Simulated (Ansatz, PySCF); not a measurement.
Molecule: C4H7, net charge 0, doublet state. It need not be the lowest isomer of its formula. SMILES: CC(=[CH])C
Geometry: optimised at B3LYP-D3(BJ)/def2-TZVP (Ansatz, a first-principles code).
Markedly spin-contaminated UHF reference, which strains HF, MP2 and, less, CCSD(T): [CH]=C(C)C.

Property: enthalpy of formation at 298 K (from the atomisation energy, B3LYP-D3(BJ)/def2-TZVP harmonic zero-point and thermal terms from PySCF, and the atoms' enthalpies of formation in the G2/97 table; no spin-orbit terms, and no core term in the frozen-core levels), in eV. Correlated levels leave the core frozen unless marked. Open shells are spin-unrestricted. No spin-orbit coupling. No relativistic terms. The coupled-cluster limit lacks core correlation, which all-electron functionals hold. CBS marks a two-point X^-3 extrapolation of the correlation energy; Hartree-Fock from the larger set. The bracket is a focal-point correction in the basis named.

| level | program | enthalpy of formation at 298 K (eV) |
|---|---|---|
| HF/6-31G | Ansatz | 14.60 |
| HF/def2-TZVPD | PySCF | 13.35 |
| revPBE-D3(BJ)/def2-TZVPD | Ansatz + dftd3 | 2.50 |
| TPSSh-D4/def2-TZVPD | PySCF + dftd4 | 2.04 |
| TPSSh/def2-TZVPD | PySCF | 2.26 |
| r2SCAN0-D4/def2-TZVPD | Ansatz + dftd4 | 2.67 |
| HSE06/def2-TZVPD | Ansatz | 2.13 |

Predict the RI-MP2/CBS(cc-pVTZ,cc-pVQZ)+[CCSD(T)-MP2]/cc-pVDZ result (Ansatz).

2.55 eV
